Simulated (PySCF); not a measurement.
Identify the compound

An unknown has the formula C6H14. Its calculated NMR data are:

$^{1}$H NMR (500 MHz, computed): δ 1.24 (q, 2H), 0.90 (t, 3H), 0.89 (s, 9H).

$^{13}$C{$^{1}$H} NMR (computed): δ 41.0 (CH2), 33.7 (C), 31.0 (CH3, 3C), 11.3 (CH3).

PySCF 2.14 calculation with NMR shieldings at B97-2/pcSseg-2/GIAO and geometry: PBE0-D3(BJ)/def2-TZVP; gas phase, non-relativistic, averaged over atoms made equivalent by symmetry, fast rotation or ring inversion, single conformer.

Scale: $^{1}$H and $^{13}$C against TMS (reference shieldings calculated alike).

Question: What is the structure?

Answer: 
1. The formula gives 0 degrees of unsaturation.
2. 4 carbon signals for 6 carbons: some carbons are equivalent by symmetry or fast rotation.
3. Carbon types of the structure: 1 × C, 1 × CH2, 4 × CH3, which accounts for all hydrogens.
4. δC 41.0: sp3 CH2; saturated and bonded to C and H only.
5. δC 33.7: quaternary sp3 carbon; a saturated carbon with 4 carbon neighbours and no heteroatom attached.
6. δC 31.0, 11.3: methyl carbon; aliphatic region, no heteroatom directly attached.
7. δH 1.24: hydrogen on an sp3 CH2; far from electronegative atoms and π systems.
8. δH 0.90, 0.89: hydrogen on a methyl carbon; far from electronegative atoms and π systems.

Structure: 2,2-dimethylbutane (SMILES CCC(C)(C)C).

This is the structure that produced the data.

Shifts are as computed. Against solution values, carbons near 30 ppm lie about +3 ppm off and those near 130 ppm about +7 ppm. Of 1309 compounds with measured shifts, 239 miss one by over three times the rms of a fit or turn the order of signals round; such compounds aren't used in these exercises. No couplings were computed; multiplicities are counted from neighbouring protons, with m where these are inequivalent, close in shift, in a saturated or five-membered ring or joined by F or P, and br s for small geminal =CH2 splittings.
